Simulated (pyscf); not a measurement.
Structures and frequencies: ωB97X-D3(BJ)/def2-SVP in PySCF.

For BiH₃ + gallane (GaH₃) -> H₂Ga–BiH₂ + hydrogen (H₂), a four-centre exchange (singlet surface; Bi–H, Ga–H broken, Bi–Ga, H–H formed), PBE/def2-TZVP gives ΔE‡ = 6.2 kcal/mol and ΔE = -14.0 kcal/mol (zero: the separated reactants). In which direction and how far do r²SCAN/def2-TZVP, PBE0-D3(BJ)/def2-TZVP, ωB97M-D3(BJ)/def2-TZVP move these?

r²SCAN: ΔE‡ = 6.8 kcal/mol, ΔE = -13.9 kcal/mol; PBE0-D3(BJ): ΔE‡ = 7.6 kcal/mol, ΔE = -14.4 kcal/mol; ωB97M-D3(BJ): ΔE‡ = 15.4 kcal/mol, ΔE = -11.8 kcal/mol. PBE's barrier lies under all of them, by 0.6 to 9.1 kcal/mol. Its reaction energy lies among theirs. On the reactant side the descent ends in an adduct with a Bi–Ga contact (not fully relaxed), 10.7 kcal/mol under the separated species and 20.1 kcal/mol under the saddle at ωB97X-D3(BJ)/def2-TZVP. What is counted as formed (Bi–Ga) is already present as a longer contact in the reactant adduct; forming that adduct is a step of its own. At the saddle there is also a short Ga–H contact that neither side keeps. At ωB97X-D3(BJ)/def2-TZVP the barrier from the zero used here is 9.3 kcal/mol. This is the saddle that the search found; another between the same sides may lie lower. Elements up to Kr have no core potential and no relativistic terms here. Elements past Kr carry the def2 core potentials, without spin-orbit coupling.
